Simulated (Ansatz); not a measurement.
# CH₅Si+ (SMILES C[SiH2+]): one structure at several levels

The task here is to estimate one member of a computed series from the others.

Computed with Ansatz 0.2.0, Gaussian basis. Level: single points in def2-TZVPP.

Cores are frozen in the correlated methods.

## Where the work starts

SMILES `C[SiH2+]`, 7 atoms, charge 1, spin multiplicity 1.

Atoms are counted from 1 here; the program's logs count them from 0.

Bond lengths: C1–Si2 1.824 Å, C1–H3 1.051 Å, C1–H4 1.268 Å, C1–H5 1.048 Å, Si2–H6 1.394 Å, Si2–H7 1.313 Å. Angles: Si2–C1–H3 106.3°, Si2–C1–H4 108.1°, Si2–C1–H5 114.8°, H3–C1–H4 97.0°, H3–C1–H5 117.7°, H4–C1–H5 111.3°, C1–Si2–H6 119.4°, C1–Si2–H7 125.7°, H6–Si2–H7 114.7°.

Coordinates:

```xyz
7

C    -0.2875   -0.7101   -0.3092
Si    0.2974    0.8855    0.3528
H    -0.5462   -1.2968    0.5231
H     0.7264   -1.3836   -0.6644
H    -0.9858   -0.6340   -1.0872
H    -0.3542    1.4520    1.4471
H     1.2381    1.6340   -0.1740
```

The first run:

The input, run/in.yaml:

```yaml
crystal:
  periodic: [false, false, false]
  atoms:
    - {symbol: C, position_ang: [-0.287500, -0.710100, -0.309200]}
    - {symbol: Si, position_ang: [0.297400, 0.885500, 0.352800]}
    - {symbol: H, position_ang: [-0.546200, -1.296800, 0.523100]}
    - {symbol: H, position_ang: [0.726400, -1.383600, -0.664400]}
    - {symbol: H, position_ang: [-0.985800, -0.634000, -1.087200]}
    - {symbol: H, position_ang: [-0.354200, 1.452000, 1.447100]}
    - {symbol: H, position_ang: [1.238100, 1.634000, -0.174000]}
basis:
  gaussian: {orbitals: def2-TZVPP}
total_charge: 1
correlation: {method: ccsd_t}
output: {forces: true}
```

No record of the launch command was kept for these runs.

Steps of the session up to this table: CCSD(T)/def2-TZVPP; PBE0-D4/def2-TZVPP; wB97M-V/def2-TZVPP; r2SCAN-D4/def2-TZVPP; PBE-D4/def2-TZVPP; B97M-V/def2-TZVPP; LC-wPBE/def2-TZVPP.

One of the session's tables, all rows but one given; the rest of the session is left out.

| method | RMS force component (eV/Å) | angle to CCSD(T) forces (°) |
| --- | --- | --- |
| CCSD(T) | 1.974 | reference |
| PBE0-D4 | 2.040 | 2.4 |
| wB97M-V | 1.976 | 2.0 |
| r2SCAN-D4 | ? | ? |
| PBE-D4 | 2.037 | 4.5 |
| B97M-V | 1.956 | 3.3 |
| LC-wPBE | 2.075 | 2.9 |

**Question.** Estimate the row for r2SCAN-D4.

The run gave: RMS force component (eV/Å): 2.018; angle to CCSD(T) forces (°): 2.9. In the column «RMS force component (eV/Å)» it lies between wB97M-V (1.976) and PBE-D4 (2.037).
